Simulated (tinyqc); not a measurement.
Inside a calculation. Method: UHF in the sto-3g basis, for LiH, spin multiplicity 1. This run ends on a higher stationary point, not on the lowest solution. One step of it, computed by the program tinyqc.

Problem. Iteration 3: DIIS coefficients. Solve [B -1; -1 0][c; lambda] = [0; -1] for the coefficients, which sum to one.

B (overlaps of the stored error matrices), lower triangle:
```
,1,2,3
1,9.2355680e-02
2,-2.2618004e-02,3.0187999e-02
3,7.0539872e-03,7.8241868e-03,4.4633153e-03
```

Give: DIIS coefficients.

Solution.

DIIS coefficients: -0.3334  -0.7565  2.0899
